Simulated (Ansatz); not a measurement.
# AlH4N: the cost of one run

All numbers below are computed with Ansatz 0.2.0 (RKS B3LYP-D4/cc-pVDZ).

## (1) The structure to begin with

Bond lengths: Al1–N2 1.920 Å, N2–H3 1.060 Å, N2–H4 1.060 Å, Al1–H5 1.560 Å, Al1–H6 1.560 Å. Angles: Al1–N2–H3 120.0°, Al1–N2–H4 120.0°, H3–N2–H4 120.0°, N2–Al1–H5 120.0°, N2–Al1–H6 120.0°, H5–Al1–H6 120.0°.

Structure file:

```xyz
6

Al    0.0000    0.0000    0.0000
N     0.0000    0.0000    1.9200
H    -0.8770   -0.2713    2.4500
H     0.8770    0.2713    2.4500
H     1.3510    0.0000   -0.7800
H    -1.3510    0.0000   -0.7800
```

## (2) Relaxing the start

The input, input.yaml:

```yaml
crystal:
  periodic: [false, false, false]
  atoms:
    - { symbol: Al, position_ang: [0.0, 0.0, 0.0] }
    - { symbol: "N", position_ang: [0.0, 0.0, 1.92] }
    - { symbol: H, position_ang: [-0.877, -0.2713, 2.45] }
    - { symbol: H, position_ang: [0.877, 0.2713, 2.45] }
    - { symbol: H, position_ang: [1.351, 0.0, -0.78] }
    - { symbol: H, position_ang: [-1.351, 0.0, -0.78] }
basis:
  gaussian: { orbitals: cc-pVDZ }
hamiltonian:
  xc: b3lyp
  dispersion: d4
relax:
  f_tol: 0.02
  max_steps: 40
```

The run is started by

```console
> ansatz run input.yaml --threads 1 --pin off --max-ram 2048MiB --backend cpu --events-out ev --progress --plain --runs-dir out
```

**Question.** How long does this run take on 1 thread of AMD EPYC 7R43 (Zen 3), shared host, and how much memory does it need?

About 6.8 s, with a peak of 0.12 GiB.
